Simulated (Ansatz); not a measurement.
# B2H4O: taking an electron away

An exercise on one series of results from a longer session: the logs are not shown, and one member is left open.

Computed with Ansatz 0.2.0, Gaussian basis. Level: unrestricted cation, the program's frozen cores in correlated methods.

Plan: UKS PBE-D4/def2-TZVPP; UKS r2SCAN-D4/def2-TZVPP; UKS PBE0-D4/def2-TZVPP; UKS B3LYP-D4/def2-TZVPP; UKS wB97X-V/def2-TZVPP; UKS wB97M-V/def2-TZVPP; UKS B2PLYP/def2-TZVPP; UHF-CCSD(T)/def2-TZVPP; UHF-MP2/def2-QZVPP; extrapolation to the limit; then −ε(HOMO) from the neutral's earlier runs with LDA (SPW92), PBE-D4, revPBE-D4, BLYP-D4, r2SCAN-D4, B97M-V, PBE0-D4, B3LYP-D4, r2SCANh-D4, r2SCAN0-D4, HSE06-D4, BHLYP-D4, CAM-B3LYP-D4, LC-ωPBE, ωB97X-V, ωB97M-V.

**The relaxed structure**

All runs share one geometry, relaxed beforehand with PBE0-D4 in a triple-zeta def2 set.

SMILES `BOB`, 7 atoms, charge 0, spin multiplicity 1.

Atoms are counted from 1 here; the program's logs count them from 0.

Bond lengths: B1–O2 1.365 Å, B1–H4 1.199 Å, B1–H5 1.196 Å, O2–B3 1.365 Å, B3–H6 1.196 Å, B3–H7 1.199 Å. Angles: O2–B1–H4 119.7°, O2–B1–H5 117.4°, H4–B1–H5 122.9°, B1–O2–B3 124.6°, O2–B3–H6 117.4°, O2–B3–H7 119.7°, H6–B3–H7 122.9°.

Set-up of the first run:

File in.yaml:

```yaml
crystal:
  periodic: [false, false, false]
  atoms:
    - {symbol: B, position_ang: [-1.059763, 0.214347, -0.528894]}
    - {symbol: O, position_ang: [-0.163257, 0.458586, 0.471655]}
    - {symbol: B, position_ang: [1.049218, -0.157401, 0.593875]}
    - {symbol: H, position_ang: [-0.796746, -0.590791, -1.377960]}
    - {symbol: H, position_ang: [-2.085768, 0.827796, -0.510366]}
    - {symbol: H, position_ang: [1.734628, 0.155936, 1.521984]}
    - {symbol: H, position_ang: [1.382989, -0.976672, -0.215894]}
basis:
  gaussian: {orbitals: def2-TZVPP}
total_charge: 1
magnetization: {spin_polarized: true, initial_magnetization: 1}
hamiltonian: {xc: pbe, dispersion: d4}
```

Started as:

```console
$ ansatz run in.yaml --threads 4 --pin off --events-out ev --progress --plain --max-ram 10444MiB
```

Steps of the session up to this table: Cation, UKS PBE-D4/def2-TZVPP; Cation, UKS r2SCAN-D4/def2-TZVPP; Cation, UKS PBE0-D4/def2-TZVPP; Cation, UKS B3LYP-D4/def2-TZVPP; Cation, UKS wB97X-V/def2-TZVPP; Cation, UKS wB97M-V/def2-TZVPP; Cation, UKS B2PLYP (frozen core)/def2-TZVPP; Cation, UHF-CCSD(T)/def2-TZVPP; Cation, UHF-MP2/def2-QZVPP.

One of the session's tables, all rows but one given; the rest of the session is left out.

For comparison, −ε(HOMO) of the neutral from earlier runs:

| functional | −ε(HOMO) (eV) |
| --- | --- |
| LDA (SPW92) | 7.26 |
| PBE-D4 | 7.19 |
| revPBE-D4 | 7.16 |
| BLYP-D4 | 7.13 |
| r2SCAN-D4 | 7.50 |
| B97M-V | 7.65 |
| PBE0-D4 | 8.68 |
| B3LYP-D4 | 8.49 |
| r2SCANh-D4 | 8.05 |
| r2SCAN0-D4 | 8.89 |
| HSE06-D4 | 8.28 |
| BHLYP-D4 | ? |
| CAM-B3LYP-D4 | 10.16 |
| LC-ωPBE | 11.50 |
| ωB97X-V | 11.17 |
| ωB97M-V | 11.07 |

**Question.** Estimate the row for BHLYP-D4.

Worked estimate for «−ε(HOMO) (eV)». Against the share of exact exchange, BLYP-D4 (0, 7.13), B3LYP-D4 (0.2, 8.49) give a slope of 6.80 per unit share; at 0.5 the line stands at 10.53.

**Answer.** −ε(HOMO) (eV): 10.15. In «−ε(HOMO) (eV)» the line misses by +0.38.
